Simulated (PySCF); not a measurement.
# SiH4S (Si(SH)H3): CCSDTQ/STO-6G

What is the energy change on altering one bond length of SiH4S (Si(SH)H3) at CCSDTQ/STO-6G? 

Program for the calculation: PySCF 2.14.0.

6 further runs of the same task are left out: 6 set aside as unsound or not needed.

**1. Starting point**

SiH4S has 6 atoms, charge 0, and is taken as a singlet. As SMILES, `[H][Si]([H])([H])S`. The shape is that of a GFN2-xTB optimisation.

Bond lengths: Si1–S2 2.147 Å, S2–H3 1.325 Å, Si1–H4 1.452 Å, Si1–H5 1.457 Å, Si1–H6 1.458 Å. Angles: Si1–S2–H3 97.0°, S2–Si1–H4 103.2°, S2–Si1–H5 107.7°, S2–Si1–H6 107.7°, H4–Si1–H5 113.2°, H4–Si1–H6 113.1°, H5–Si1–H6 111.3°.

**2. The energy at CCSDTQ/STO-6G**

The input, input.py:

```python
from pyscf import gto, cc

mol = gto.M(
    atom=[
    ('Si', (0.201210, -0.014540, -0.544580)),
    ('S', (0.253720, 0.019820, 1.601470)),
    ('H', (-1.056810, 0.059910, 1.795240)),
    ('H', (1.606010, -0.020690, -0.909950)),
    ('H', (-0.503230, 1.180600, -0.990160)),
    ('H', (-0.500900, -1.225100, -0.952020)),
],
    max_memory=1860,
    basis='sto-6g',
    verbose=4,
)

calc0 = mol.RHF()
calc0.conv_tol = 1e-10
calc0.kernel()
if not calc0.converged:
    calc0 = calc0.newton().run(calc0.mo_coeff, calc0.mo_occ)

mycc = cc.CCSDTQ(calc0, frozen=10)
mycc.kernel()
e_tot = mycc.e_tot
print('Final energy', e_tot)
```

Launch:

```sh
$ OMP_NUM_THREADS=1 python input.py
```

What it wrote:

```text
PySCF version 2.14.0

[INPUT] num. atoms = 6
[INPUT] num. electrons = 34
[INPUT] charge = 0
[INPUT] spin (= nelec alpha-beta = 2S) = 0
[INPUT] symmetry False subgroup None
[INPUT] Mole.unit = angstrom
[INPUT] Symbol           X                Y                Z      unit          X                Y                Z       unit  Magmom
[INPUT]  1 Si     0.201210000000  -0.014540000000  -0.544580000000 AA    0.380231793524  -0.027476617851  -1.029107052916 Bohr   0.0
[INPUT]  2 S      0.253720000000   0.019820000000   1.601470000000 AA    0.479461312325   0.037454371789   3.026339696707 Bohr   0.0
[INPUT]  3 H     -1.056810000000   0.059910000000   1.795240000000 AA   -1.997081465702   0.113213492123   3.392511927864 Bohr   0.0
[INPUT]  4 H      1.606010000000  -0.020690000000  -0.909950000000 AA    3.034919053313  -0.039098433517  -1.719556287048 Bohr   0.0
[INPUT]  5 H     -0.503230000000   1.180600000000  -0.990160000000 AA   -0.950966877665   2.231010662662  -1.871131219499 Bohr   0.0
[INPUT]  6 H     -0.500900000000  -1.225100000000  -0.952020000000 AA   -0.946563815795  -2.315103475205  -1.799057065108 Bohr   0.0

nuclear repulsion = 89.5275041447322
number of shells = 14
number of NR pGTOs = 132
number of NR cGTOs = 22
basis = sto-6g
ecp = {}

******** <class 'pyscf.scf.hf.RHF'> ********
method = RHF
initial guess = minao
damping factor = 0
level_shift factor = 0
DIIS = <class 'pyscf.scf.diis.CDIIS'>
diis_start_cycle = 1
diis_space = 8
diis_damp = 0
SCF conv_tol = 1e-10
SCF conv_tol_grad = None
SCF max_cycles = 50
direct_scf = True
direct_scf_tol = 1e-13
Set gradient conv threshold to 1e-05
Initial guess from minao.
init E= -685.914941951974
  HOMO = -0.265361660475933  LUMO = 0.266157391668768  gap/eV = 14.46337
cycle= 1 E= -686.366859916141  delta_E= -0.452  |g|= 0.262  |ddm|= 2.56
  HOMO = -0.192336219923059  LUMO = 0.418936747623481  gap/eV = 16.63358
cycle= 2 E= -686.402223982424  delta_E= -0.0354  |g|= 0.042  |ddm|= 0.591
  HOMO = -0.253911625388601  LUMO = 0.412101928197925  gap/eV = 18.12315
cycle= 3 E= -686.402976890042  delta_E= -0.000753  |g|= 0.00874  |ddm|= 0.0813
  HOMO = -0.256143228854109  LUMO = 0.410097884800617  gap/eV = 18.12934
cycle= 4 E= -686.403032644809  delta_E= -5.58e-05  |g|= 0.00127  |ddm|= 0.0256
  HOMO = -0.255948032130262  LUMO = 0.410662290963105  gap/eV = 18.13939
cycle= 5 E= -686.403033902588  delta_E= -1.26e-06  |g|= 0.000214  |ddm|= 0.00405
  HOMO = -0.256020933793861  LUMO = 0.410656732536093  gap/eV = 18.14122
cycle= 6 E= -686.403033939831  delta_E= -3.72e-08  |g|= 2.33e-05  |ddm|= 0.000719
  HOMO = -0.256030324872114  LUMO = 0.410655291545767  gap/eV = 18.14144
cycle= 7 E= -686.403033940254  delta_E= -4.23e-10  |g|= 3.3e-06  |ddm|= 7.88e-05
  HOMO = -0.256029183570983  LUMO = 0.410655519726372  gap/eV = 18.14141
cycle= 8 E= -686.403033940263  delta_E= -9.21e-12  |g|= 3.25e-07  |ddm|= 1.27e-05
  HOMO = -0.256029088752673  LUMO = 0.41065558691089  gap/eV = 18.14141
Extra cycle  E= -686.403033940263  delta_E= 4.55e-13  |g|= 1.07e-07  |ddm|= 8.42e-07
converged SCF energy = -686.403033940263

******** <class 'pyscf.cc.rccsdtq.RCCSDTQ'> ********
RCCSDTQ nocc = 7, nmo = 12
Allocating only the i<=j<=k<=l part of the T4 amplitude in memory
frozen orbitals 10
max_cycle = 50
conv_tol = 1e-07
conv_tol_normt = 1e-06
diis with the T4 amplitude
diis_space = 6
diis_start_cycle = 0
diis_start_energy_diff = 1e+09
einsum_backend: numpy
_make_eris_incore_RCCSDTQ
blksize  4
Approximate memory usage estimate
    Symmetrized T4 memory     820 KB
    ERIs memory               162 KB
    T1-ERIs memory            162 KB
    Intermediates memory      479 KB
Init t2, MP2 energy = -686.465781631258  E_corr(MP2) -0.062747690995
Init E_corr(RCCSDTQ) = -0.0627476909950667
cycle =  1  E_corr(RCCSDTQ) = -0.081020236202  dE = -1.827254520685e-02  norm(d tamps) = 5.85146076e-02
cycle =  2  E_corr(RCCSDTQ) = -0.087663420022  dE = -6.643183819638e-03  norm(d tamps) = 2.24457264e-02
cycle =  3  E_corr(RCCSDTQ) = -0.091560345634  dE = -3.896925612563e-03  norm(d tamps) = 9.24724256e-03
cycle =  4  E_corr(RCCSDTQ) = -0.091748240803  dE = -1.878951691382e-04  norm(d tamps) = 1.77229279e-03
cycle =  5  E_corr(RCCSDTQ) = -0.091766577793  dE = -1.833698953223e-05  norm(d tamps) = 6.99046914e-04
cycle =  6  E_corr(RCCSDTQ) = -0.091765307117  dE =  1.270675923884e-06  norm(d tamps) = 1.56979593e-04
cycle =  7  E_corr(RCCSDTQ) = -0.091765250332  dE =  5.678528075537e-08  norm(d tamps) = 5.38290754e-05
cycle =  8  E_corr(RCCSDTQ) = -0.091765306288  dE = -5.595675074688e-08  norm(d tamps) = 1.57853017e-05
cycle =  9  E_corr(RCCSDTQ) = -0.091765133545  dE =  1.727435192805e-07  norm(d tamps) = 6.45734469e-06
cycle = 10  E_corr(RCCSDTQ) = -0.091765170697  dE = -3.715262612836e-08  norm(d tamps) = 2.23712879e-06
cycle = 11  E_corr(RCCSDTQ) = -0.091765190551  dE = -1.985372498348e-08  norm(d tamps) = 8.37380689e-07
RCCSDTQ converged
E(RCCSDTQ) = -686.4947991308138   E_corr = -0.09176519055116519
E_corr(same-spin) = -0.00234994046044885
E_corr(oppo-spin) = -0.0894152500907164
Final energy -686.4947991308138
```

Run time: 9.3 s. Hardware: 1 thread of Intel Xeon 6975P-C (Granite Rapids), shared host; peak memory 0.14 GiB.

**3. The distorted shape, same level**

The input, run.py:

```python
from pyscf import gto, scf, cc

system = gto.Mole()
system.atom = [
    ('Si', (-0.922640, -0.009620, -0.252281)),
    ('S', (-0.870130, 0.024740, 1.893769)),
    ('H', (-2.180660, 0.064830, 2.087539)),
    ('H', (1.606010, -0.020690, -0.909950)),
    ('H', (-1.627080, 1.185520, -0.697861)),
    ('H', (-1.624750, -1.220180, -0.659721)),
]
system.max_memory = 1860
system.basis = 'sto-6g'
system.charge = 0
system.verbose = 4
system.build()

mf = scf.RHF(system)
mf.conv_tol = 1e-10
mf.kernel()
if not mf.converged:
    mf = mf.newton().run(mf.mo_coeff, mf.mo_occ)

mycc = cc.CCSDTQ(mf, frozen=10)
mycc.kernel()
e_tot = mycc.e_tot
print(f'total energy: {e_tot:.8f} hartree')
```

Launch:

```sh
$ OMP_NUM_THREADS=1 python run.py
```

What it wrote:

```text
PySCF version 2.14.0

[INPUT] num. atoms = 6
[INPUT] num. electrons = 34
[INPUT] charge = 0
[INPUT] spin (= nelec alpha-beta = 2S) = 0
[INPUT] symmetry False subgroup None
[INPUT] Mole.unit = angstrom
[INPUT] Symbol           X                Y                Z      unit          X                Y                Z       unit  Magmom
[INPUT]  1 Si    -0.922640000000  -0.009620000000  -0.252281000000 AA   -1.743536911569  -0.018179165318  -0.476741996431 Bohr   0.0
[INPUT]  2 S     -0.870130000000   0.024740000000   1.893769000000 AA   -1.644307392768   0.046751824322   3.578704753191 Bohr   0.0
[INPUT]  3 H     -2.180660000000   0.064830000000   2.087539000000 AA   -4.120850170794   0.122510944656   3.944876984348 Bohr   0.0
[INPUT]  4 H      1.606010000000  -0.020690000000  -0.909950000000 AA    3.034919053313  -0.039098433517  -1.719556287048 Bohr   0.0
[INPUT]  5 H     -1.627080000000   1.185520000000  -0.697861000000 AA   -3.074735582757   2.240308115194  -1.318766163015 Bohr   0.0
[INPUT]  6 H     -1.624750000000  -1.220180000000  -0.659721000000 AA   -3.070332520887  -2.305806022672  -1.246692008624 Bohr   0.0

nuclear repulsion = 86.3948606847287
number of shells = 14
number of NR pGTOs = 132
number of NR cGTOs = 22
basis = sto-6g
ecp = {}

******** <class 'pyscf.scf.hf.RHF'> ********
method = RHF
initial guess = minao
damping factor = 0
level_shift factor = 0
DIIS = <class 'pyscf.scf.diis.CDIIS'>
diis_start_cycle = 1
diis_space = 8
diis_damp = 0
SCF conv_tol = 1e-10
SCF conv_tol_grad = None
SCF max_cycles = 50
direct_scf = True
direct_scf_tol = 1e-13
Set gradient conv threshold to 1e-05
Initial guess from minao.
init E= -685.618340918925
  HOMO = -0.206339541791526  LUMO = -0.00263704324749753  gap/eV = 5.54303
cycle= 1 E= -686.093641949159  delta_E= -0.475  |g|= 0.329  |ddm|= 2.63
  HOMO = -0.20498921566941  LUMO = 0.134152464604676  gap/eV = 9.22852
cycle= 2 E= -686.148450837257  delta_E= -0.0548  |g|= 0.151  |ddm|= 1.04
  HOMO = -0.229881155746279  LUMO = 0.133634480400633  gap/eV = 9.89176
cycle= 3 E= -686.161882482868  delta_E= -0.0134  |g|= 0.0234  |ddm|= 0.382
  HOMO = -0.232398421732719  LUMO = 0.136136269339983  gap/eV = 10.02834
cycle= 4 E= -686.162257665807  delta_E= -0.000375  |g|= 0.00431  |ddm|= 0.0562
  HOMO = -0.232699162463071  LUMO = 0.136647699898567  gap/eV = 10.05044
cycle= 5 E= -686.162275186702  delta_E= -1.75e-05  |g|= 0.000544  |ddm|= 0.0151
  HOMO = -0.232299636690645  LUMO = 0.136694282705898  gap/eV = 10.04084
cycle= 6 E= -686.162275548587  delta_E= -3.62e-07  |g|= 0.000108  |ddm|= 0.00211
  HOMO = -0.232345768803336  LUMO = 0.136734097302412  gap/eV = 10.04317
cycle= 7 E= -686.162275566233  delta_E= -1.76e-08  |g|= 1.72e-05  |ddm|= 0.000515
  HOMO = -0.23233576750571  LUMO = 0.136721864091604  gap/eV = 10.04257
cycle= 8 E= -686.162275566656  delta_E= -4.23e-10  |g|= 2.04e-06  |ddm|= 8.23e-05
  HOMO = -0.232338314927171  LUMO = 0.136724506750009  gap/eV = 10.04271
cycle= 9 E= -686.162275566659  delta_E= -3.18e-12  |g|= 4.1e-07  |ddm|= 7.19e-06
  HOMO = -0.23233810401085  LUMO = 0.136724231649644  gap/eV = 10.04270
Extra cycle  E= -686.162275566659  delta_E= -1.14e-13  |g|= 1.68e-07  |ddm|= 1.21e-06
converged SCF energy = -686.162275566659

******** <class 'pyscf.cc.rccsdtq.RCCSDTQ'> ********
RCCSDTQ nocc = 7, nmo = 12
Allocating only the i<=j<=k<=l part of the T4 amplitude in memory
frozen orbitals 10
max_cycle = 50
conv_tol = 1e-07
conv_tol_normt = 1e-06
diis with the T4 amplitude
diis_space = 6
diis_start_cycle = 0
diis_start_energy_diff = 1e+09
einsum_backend: numpy
_make_eris_incore_RCCSDTQ
blksize  4
Approximate memory usage estimate
    Symmetrized T4 memory     820 KB
    ERIs memory               162 KB
    T1-ERIs memory            162 KB
    Intermediates memory      479 KB
Init t2, MP2 energy = -686.270013716456  E_corr(MP2) -0.107738149796
Init E_corr(RCCSDTQ) = -0.107738149796391
cycle =  1  E_corr(RCCSDTQ) = -0.145987307344  dE = -3.824915754724e-02  norm(d tamps) = 1.47794348e-01
cycle =  2  E_corr(RCCSDTQ) = -0.163738445825  dE = -1.775113848100e-02  norm(d tamps) = 7.31117422e-02
cycle =  3  E_corr(RCCSDTQ) = -0.177015397793  dE = -1.327695196801e-02  norm(d tamps) = 3.42180727e-02
cycle =  4  E_corr(RCCSDTQ) = -0.177195545874  dE = -1.801480812907e-04  norm(d tamps) = 5.02330463e-03
cycle =  5  E_corr(RCCSDTQ) = -0.177113205426  dE =  8.234044766428e-05  norm(d tamps) = 2.49638048e-03
cycle =  6  E_corr(RCCSDTQ) = -0.177214389852  dE = -1.011844257693e-04  norm(d tamps) = 1.17080310e-03
cycle =  7  E_corr(RCCSDTQ) = -0.177331495463  dE = -1.171056105421e-04  norm(d tamps) = 4.45480561e-04
cycle =  8  E_corr(RCCSDTQ) = -0.177297885004  dE =  3.361045820685e-05  norm(d tamps) = 1.97629308e-04
cycle =  9  E_corr(RCCSDTQ) = -0.177302339451  dE = -4.454446843327e-06  norm(d tamps) = 9.24198178e-05
cycle = 10  E_corr(RCCSDTQ) = -0.177297102159  dE =  5.237292141219e-06  norm(d tamps) = 4.46498357e-05
cycle = 11  E_corr(RCCSDTQ) = -0.177296957051  dE =  1.451080024750e-07  norm(d tamps) = 1.67217343e-05
cycle = 12  E_corr(RCCSDTQ) = -0.177296988992  dE = -3.194105008264e-08  norm(d tamps) = 8.74938337e-06
cycle = 13  E_corr(RCCSDTQ) = -0.177296980194  dE =  8.798484857353e-09  norm(d tamps) = 3.25393251e-06
cycle = 14  E_corr(RCCSDTQ) = -0.177297027411  dE = -4.721723742551e-08  norm(d tamps) = 1.94278069e-06
cycle = 15  E_corr(RCCSDTQ) = -0.177297051143  dE = -2.373216892448e-08  norm(d tamps) = 1.20135989e-06
cycle = 16  E_corr(RCCSDTQ) = -0.177297050483  dE =  6.595924362252e-10  norm(d tamps) = 5.30910020e-07
RCCSDTQ converged
E(RCCSDTQ) = -686.3395726171429   E_corr = -0.1772970504834615
E_corr(same-spin) = -0.00254177685227401
E_corr(oppo-spin) = -0.174755273631188
total energy: -686.33957262 hartree
```

Run time: 15 s. Hardware: 1 thread of Intel Xeon 6975P-C (Granite Rapids), shared host; peak memory 0.13 GiB.

**4. Outcome**

Level: CCSDTQ/STO-6G, 10 core orbitals frozen.

```
                                                          quantity          value
                                         first shape: total energy  -686.49480 Eh
                 first shape: dipole moment (Hartree–Fock density)         1.52 D
                  first shape: HOMO energy (Hartree–Fock orbitals)       -6.97 eV
                  first shape: LUMO energy (Hartree–Fock orbitals)       11.17 eV
                first shape: HOMO–LUMO gap (Hartree–Fock orbitals)       18.14 eV
         first shape: correlation energy (10 core orbitals frozen)      -91.8 mEh
                                        first shape: T1 diagnostic          0.005
                                     distorted shape: total energy  -686.33957 Eh
             distorted shape: dipole moment (Hartree–Fock density)         1.99 D
              distorted shape: HOMO energy (Hartree–Fock orbitals)       -6.32 eV
              distorted shape: LUMO energy (Hartree–Fock orbitals)        3.72 eV
            distorted shape: HOMO–LUMO gap (Hartree–Fock orbitals)       10.04 eV
     distorted shape: correlation energy (10 core orbitals frozen)     -177.3 mEh
                                    distorted shape: T1 diagnostic          0.017
energy change with the Si1–H4 bond stretched from 1.452 to 2.613 Å       4.224 eV
```

In words: With the Si1–H4 bond stretched from 1.452 to 2.613 Å the energy rises by 4.22 eV (97 kcal/mol). The first shape isn't relaxed at this level, so the change isn't measured from a minimum. The minimal basis adds a large error of its own. Mulliken charges (distorted shape) of the mean-field density run from -0.15 on H4 to +0.58 on Si1.
